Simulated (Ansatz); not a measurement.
Relaxation of BH₄OSi (7 atoms, charge 0, multiplicity 2), to a largest force component of 0.015 eV/Å in at most 40 steps.

These are results of Ansatz 0.2.0, UKS PBE0/def2-SVP, not measurements.

```xyz
7
Properties=species:S:1:pos:R:3
B -1.448 -0.426 -0.789
Si 0.140 0.276 0.013
O 1.011 -1.015 0.543
H -2.567 -0.181 -0.960
H 0.955 1.038 -0.963
H 0.062 1.202 1.172
H 0.649 -1.620 1.184
```

Question: Where does it end, and by what steps?

Answer: The forces met the threshold. After 10 steps the energy has fallen by 0.286 eV; B1 moved furthest, 0.28 Å.

```tsv
step	energy less start (eV)	largest force component (eV/Å)	accepted
0	0.0000	1.213	yes
1	-0.1951	0.489	yes
2	-0.2336	0.742	yes
3	-0.2144	0.547	no
4	-0.2735	0.085	yes
5	-0.2789	0.117	yes
6	-0.2840	0.046	yes
7	-0.2765	0.346	no
8	-0.2850	0.120	yes
9	-0.2857	0.022	yes
10	-0.2857	0.010	yes
```

```xyz
7
Properties=species:S:1:pos:R:3
B -1.579 -0.374 -0.542
Si 0.202 0.245 0.051
O 1.183 -0.991 0.599
H -2.592 -0.097 -1.127
H 1.006 0.940 -0.996
H -0.143 1.236 1.131
H 0.726 -1.685 1.085
```

Whether the end is a true minimum wasn't checked by a vibrational analysis.

The run took 36 s on 1 CPU thread of a shared host.
